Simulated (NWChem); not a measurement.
# Correlation energy of P (+1)

```xyz
1

P      0.0000     0.0000     0.0000
```
Charge +1, spin multiplicity 3.

The numbers come from NWChem runs, not from measurements.

Basis set: cc-pVQZ. Each correlation energy counts from its own Hartree-Fock reference.

The correlated methods keep 5 core orbitals frozen. No SCF solution was tested for a lower state. Open-shell Hartree-Fock references start from PBE0 orbitals. Coupled-cluster values serve here as a point of comparison, not as the truth.

**Question.** One of these methods gave a correlation energy of -85.0 mHa. Which?
(A) CCSD on UHF
(B) CCSD[T] on UHF
(C) CCSD[T] on ROHF
(D) UMP2

**Answer.** A, CCSD on UHF. The others give -87.7 (CCSD[T] on UHF), -92.9 (CCSD[T] on ROHF), -66.5 (UMP2).
